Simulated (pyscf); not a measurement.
Thermochemistry of product channels of H₂Al–PH₂ (SMILES [AlH2][PH2]) on the singlet surface, in kcal/mol, from ωB97M-D3(BJ)/def2-TZVP energies (ideal gas, 1 atm, RRHO with modes under 100 cm⁻¹ raised to 100, one conformer, R ln 2 for rigid chiral ones). Single points on ωB97X-D3(BJ)/def2-SVP structures (PySCF, gas phase).

```
products                                                     ΔE  ΔH(298 K)  ΔG(600 K)  ΔG(1200 K)
--------------------------------------------------------  -----  ---------  ---------  ----------
Al–PH₂ (SMILES [Al][PH2]) [singlet] + H₂ (SMILES [H][H])  +26.2      +24.9       +8.1  (withheld)
HAl=PH (SMILES [AlH]=[PH]) + H₂ (SMILES [H][H])           +39.2      +36.6      +20.3        +3.7
PH₃ (SMILES P) + AlH (SMILES [AlH]) [singlet]             +36.1      +35.6      +18.9  (withheld)
```

Q: Some entries are withheld; supply them.

A: 
- Al–PH₂ (SMILES [Al][PH2]) [singlet] + H₂ (SMILES [H][H]), ΔG(1200 K): -8.7
- PH₃ (SMILES P) + AlH (SMILES [AlH]) [singlet], ΔG(1200 K): +3.6

The channel to Al–PH₂ [singlet] + H₂ turns favourable between 298 and 1200 K (ΔG from +16.6 kcal/mol to -8.7 kcal/mol).

These are energies of the channels, which say nothing of barriers.
